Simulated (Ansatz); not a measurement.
**C₂H₃N, singlet: the ladder up to full CI**

Geometry: MP2(full)/6-31G*, from the G2/97 set.

```xyz
6

C     0.0000    0.0000   -1.3002
C     0.0000    0.0000    0.1606
N     0.0000    0.0000    1.3389
H     0.0000    1.0250   -1.6756
H     0.8877   -0.5125   -1.6756
H    -0.8877   -0.5125   -1.6756
```

Basis STO-3G; Ansatz 0.2.0. Correlated methods freeze the noble-gas cores, which leaves 16 electrons in 15 orbitals. Prefix R: restricted or restricted open-shell reference; prefix U: unrestricted. Active spaces: frontier = (8e, 8o) about the gap.

Full CI is exact within this basis and frozen core; it isn't the basis-set limit. The frozen core follows each run's orbitals, which can shift R against U totals by a few meV.

Unrestricted rows (U) aren't spin-pure: their determinants' ⟨S²⟩ exceeds S(S+1) by up to 0.13, so they mix in states of higher spin.

```
UHF ⟨S²⟩                          : 0.132
T1 diagnostic (RCCSD)             : 0.0052
largest doubles amplitude (RCCSD) : 0.134
```

```
   level  E − E(RHF) (eV)
     UHF          -0.0124
    RMP2          -5.6671
   RCCSD          -6.2595
RCCSD(T)          -6.3160
```

Question: Estimate how far full CI in STO-3G lies from RCCSD(T). The table doesn't fix it; the size of (T) and the diagnostics are the guide.

Answer: Full CI in STO-3G lies 6.5 kJ/mol below RCCSD(T), which is 119 % of the (T) step (-5.4 kJ/mol). A doubles amplitude is large, RHF is unstable towards spin polarisation, and the rest is a large part of (T). The miss exceeds 1 kcal/mol.

The other levels:

| level | E − E(full CI) (kJ/mol) | share of correlation (%) | wall time |
| --- | --- | --- | --- |
| CISD | 68.1 | 88.95 | 0.4 s |
| BCCD(T) | 6.4 | 98.95 | 0.21 s |
| RCCSDT | 5.9 | 99.05 | – |
| CISDTQ | 4.1 | 99.33 | 2.2 s |
| RCCSDT(Q) | 0.3 | 99.95 | 1 s |
| RCCSDTQ | 0.2 | 99.97 | 11 s |
| CASSCF (frontier space) | 212.0 | 65.58 | – |
| NEVPT2 (frontier space) | 66.5 | 89.19 | 4 s |
| MRCISD (frontier space) | 8.3 | 98.65 | – |
| MRCISD+Q (frontier space) | -0.3 | 100.04 | 4.9 s |

The correlation energy at full CI, counted from RHF, is -6.383 eV. That run took 3.2 s on 2 threads of AMD EPYC 7R13 with a shared H100 80 GB, shared host over 20,709,513 determinants.

Times hold each run's SCF and search for its determinant on a shared host, so for small cases they say little of a method's own cost; they ran on 1 thread of AMD EPYC 7R13.

The full-CI state has the irrep A' of Cs, in the program's axes (one component, if the state is degenerate).

Natural occupations of full CI about the gap: 1.975 1.975 1.974 1.919 1.919 0.086 0.086 0.032 0.023 0.023; effectively unpaired electrons, Σ n²(2−n)², 0.12.

Atomization energy (electronic, same basis, no zero-point term; atoms at the same level, unrestricted beside the R rows where the molecule is a closed shell, with restricted open-shell steps beyond CCSDT(Q)) at full CI: 2488.7 kJ/mol. Errors of other levels:

```csv
level,error (kJ/mol)
RHF,-509.7
UHF,-508.5
RMP2,-14.6
CISD,-68.1
RCCSD,-11.9
RCCSD(T),-6.5
BCCD(T),-6.5
RCCSDT,-5.9
CISDTQ,-4.1
RCCSDT(Q),-0.3
RCCSDTQ,-0.2
```

This basis is far from its limit, so the value isn't to be set against a measured one. Truncated CI isn't size-consistent, which counts against it in atomization.
